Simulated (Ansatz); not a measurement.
Energy needed to pull apart CH₃NSi (SMILES C1=N[SiH2]1), singlet, into free ground-state atoms, from the structure below (displaced at random from a GFN2-xTB minimum); no zero-point or spin–orbit terms; open-shell atoms are treated unrestricted, in their ground-state multiplicity.

```xyz
6
angstrom
C -0.4642 -0.9657 -0.0938
N 0.8120 -0.9074 0.2722
Si 0.1622 0.7426 0.1071
H -1.0195 -1.7605 -0.6308
H 0.7049 1.4528 -0.9839
H 0.0426 1.4124 1.2981
```

Computed with Ansatz 0.2.0 (basis: def2-TZVPP); correlated methods freeze the cores.

```json
{"method": "PBE-D4", "atomization energy (kcal/mol)": "506.0"}
{"method": "r2SCAN-D4", "atomization energy (kcal/mol)": "490.4"}
{"method": "PBE0-D4", "atomization energy (kcal/mol)": "490.1"}
{"method": "r2SCAN0-D4", "atomization energy (kcal/mol)": "?"}
{"method": "LC-wPBE", "atomization energy (kcal/mol)": "?"}
{"method": "wB97M-V", "atomization energy (kcal/mol)": "493.8"}
{"method": "HF", "atomization energy (kcal/mol)": "320.0"}
{"method": "MP2", "atomization energy (kcal/mol)": "483.3"}
{"method": "CCSD", "atomization energy (kcal/mol)": "462.1"}
{"method": "CCSD(T)", "atomization energy (kcal/mol)": "474.0"}
```

Problem. What does LC-wPBE give? (An estimate is asked for; the value comes from the calculation.)

Solution. Computed: 486.7 kcal/mol, which is about 12.6 kcal/mol more than CCSD(T)/def2-TZVPP.

Problem. What does r2SCAN0-D4 give? (An estimate is asked for; the value comes from the calculation.)

Solution. Computed: 477.3 kcal/mol, which is about 3.3 kcal/mol more than CCSD(T)/def2-TZVPP.

In triple zeta the MP2 and coupled-cluster atomization energies are still short of their basis limit by a few kcal/mol a bond, whereas those of the functionals are nearly converged, so these differences are not deviations from converged CCSD(T).

The T1 diagnostic stays at or below 0.019. The restricted Hartree–Fock reference is unstable towards an unrestricted one here.

For scale, one of the runs: CCSD(T)/def2-TZVPP forces, 146 basis functions (an equivalent command: `ansatz run in.yaml --threads 4`). Time: 31 s of wall clock on 4 CPU threads; the host was shared. Peak host memory: 1.6 GiB.
